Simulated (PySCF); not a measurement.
# One shape, several levels: CH5Si (SMILES C[SiH2])

We compute a comparison of 3 runs (UB3LYP/STO-6G, UMP2/STO-6G, UCCSD(T)/STO-6G) of CH5Si. Input form: a Python script.

Program for the calculation: PySCF 2.14.0.

5 further runs of the same task are left out: 1 that didn't finish, 4 set aside as unsound or not needed.

### Step 1. The structure to begin with

CH5Si has 7 atoms, charge 0, and is taken as a doublet. SMILES: `C[SiH2]`. The C1–H4 distance was set to 3.057 Å, away from the relaxed value. At this shape a bond of the SMILES string is far longer than usual.

Bond lengths: C1–Si2 1.875 Å, C1–H3 1.094 Å, C1–H5 1.092 Å, Si2–H6 1.491 Å, Si2–H7 1.490 Å. Angles: C1–Si2–H6 111.8°, C1–Si2–H7 111.8°, Si2–C1–H3 110.5°, Si2–C1–H5 110.8°, H6–Si2–H7 109.5°, H3–C1–H5 108.2°.

### Step 2. The energy at UB3LYP/STO-6G (run 1)

File geometry.xyz:

```xyz
7

C     -1.601856     0.240991    -0.668548
Si    -1.303056     2.078991    -0.449748
H     -1.684056    -0.010709    -1.730348
H      0.699200    -1.383300     0.519500
H     -2.526356    -0.063509    -0.174248
H     -2.430756     2.890591    -0.989448
H     -0.028656     2.512191    -1.089748
```

File input.py:

```python
from pyscf import gto, dft

mol = gto.Mole()
mol.atom = 'geometry.xyz'
mol.max_memory = 1860
mol.verbose = 4
mol.spin = 1
mol.basis = 'sto-6g'
mol.build()

ks = dft.UKS(mol)
ks.xc = 'b3lyp'
ks.grids.level = 5
ks.conv_tol = 1e-10
ks.kernel()
if not ks.converged:
    ks = ks.newton().run(ks.mo_coeff, ks.mo_occ)

e_final = ks.e_tot
print('Final energy', e_final)
```

Command:

```bash
$ OMP_NUM_THREADS=1 python input.py
```

Standard output:

```text
PySCF version 2.14.0

[... 56 lines left out ...]
WARN: HOMO -0.156825741302768 >= LUMO -0.156825741302769
[... 62 lines left out ...]
converged SCF energy = -329.185020494555  <S^2> = 1.6986665  2S+1 = 2.7918929
Final energy -329.1850204945552
```

It took 11 s on 1 thread of Intel Xeon Platinum 8488C (Sapphire Rapids), shared host; peak memory 0.21 GiB.

### Step 3. A single-point energy at UMP2/STO-6G (run 2)

File start.xyz:

```xyz
7
CH5Si
C     -1.601856     0.240991    -0.668548
Si    -1.303056     2.078991    -0.449748
H     -1.684056    -0.010709    -1.730348
H      0.699200    -1.383300     0.519500
H     -2.526356    -0.063509    -0.174248
H     -2.430756     2.890591    -0.989448
H     -0.028656     2.512191    -1.089748
```

File calc.py:

```python
from pyscf import gto, scf, mp

system = gto.M(
    atom='start.xyz',
    spin=1,
    charge=0,
    max_memory=1860,
    verbose=3,
    basis='sto-6g',
)

mf = scf.UHF(system)
mf.conv_tol = 1e-10
mf.kernel()
if not mf.converged:
    mf = mf.newton().run(mf.mo_coeff, mf.mo_occ)

pt = mp.MP2(mf, frozen=6).run()
e_final = pt.e_tot
print('E = %.10f Eh' % e_final)
```

Command:

```bash
$ OMP_NUM_THREADS=1 python calc.py
```

Standard output:

```text
converged SCF energy = -328.35358333409  <S^2> = 1.7590461  2S+1 = 2.8348165
E(UMP2) = -328.422066713057  E_corr = -0.0684833789671762
E(SCS-UMP2) = -328.431678773932  E_corr = -0.0780954398412605
E = -328.4220667131 Eh
```

It took 1.5 s on 1 thread of Intel Xeon Platinum 8488C (Sapphire Rapids), shared host; peak memory 0.12 GiB.

### Step 4. A single-point energy at UCCSD(T)/STO-6G (run 3)

File calc.py:

```python
from pyscf import gto, scf, cc

mol = gto.M(
    atom='''
C     -1.601856     0.240991    -0.668548
Si    -1.303056     2.078991    -0.449748
H     -1.684056    -0.010709    -1.730348
H      0.699200    -1.383300     0.519500
H     -2.526356    -0.063509    -0.174248
H     -2.430756     2.890591    -0.989448
H     -0.028656     2.512191    -1.089748
''',
    basis='sto-6g',
    max_memory=1860,
    verbose=3,
    spin=1,
    charge=0,
)

myscf = scf.UHF(mol)
myscf.conv_tol = 1e-10
myscf.kernel()
if not myscf.converged:
    myscf = myscf.newton().run(myscf.mo_coeff, myscf.mo_occ)

mycc = cc.CCSD(myscf, frozen=6)
mycc.kernel()
e_t = mycc.ccsd_t()
energy = mycc.e_tot + e_t
print('Final energy', energy)
```

Command:

```bash
$ OMP_NUM_THREADS=1 python calc.py
```

Standard output:

```text
converged SCF energy = -328.35358333409  <S^2> = 1.7590461  2S+1 = 2.8348165
E(UCCSD) = -328.4545315728831  E_corr = -0.1009482387928257
UCCSD(T) correction = -0.000814054949626989
Final energy -328.45534562783274
```

It took 1.9 s on 1 thread of Intel Xeon Platinum 8488C (Sapphire Rapids), shared host; peak memory 0.1 GiB.

### Step 5. All runs side by side

```
run            level  integration grid  frozen core orbitals  energy (Eh)  dipole moment (D) of the reference  HOMO energy (eV)  LUMO energy (eV)  wall time
  1    UB3LYP/STO-6G                 5                     –  -329.185020                                0.63             -2.87              0.96       11 s
  2      UMP2/STO-6G                 –                     6  -328.422067                                0.71             -6.34              6.67      1.5 s
  3  UCCSD(T)/STO-6G                 –                     6  -328.455346                                0.71             -6.34              6.67      1.9 s
```

### Step 6. Results

```
                                                         quantity          value
                                              run 3: total energy  -328.45535 Eh
                      run 3: dipole moment (Hartree–Fock density)         0.71 D
run 3: HOMO energy (Hartree–Fock orbitals) (highest over α and β)       -6.34 eV
 run 3: LUMO energy (Hartree–Fock orbitals) (lowest over α and β)        6.67 eV
               run 3: correlation energy (6 core orbitals frozen)     -101.8 mEh
                                            run 3: (T) correction      -0.81 mEh
                         run 3: ⟨S²⟩ of the reference determinant          1.759
                                             run 3: T1 diagnostic          0.013
```

In words: In runs 1, 2, 3 the basis is minimal, so the values are rough. Spin contamination of the reference: run 2 ⟨S²⟩ = 1.76, run 3 ⟨S²⟩ = 1.76, run 1 ⟨S²⟩ = 1.70. Where it is this large, the reference is a mixture of spin states, and values that rest on it are in doubt. All runs together took 14 s, the longest 11 s.
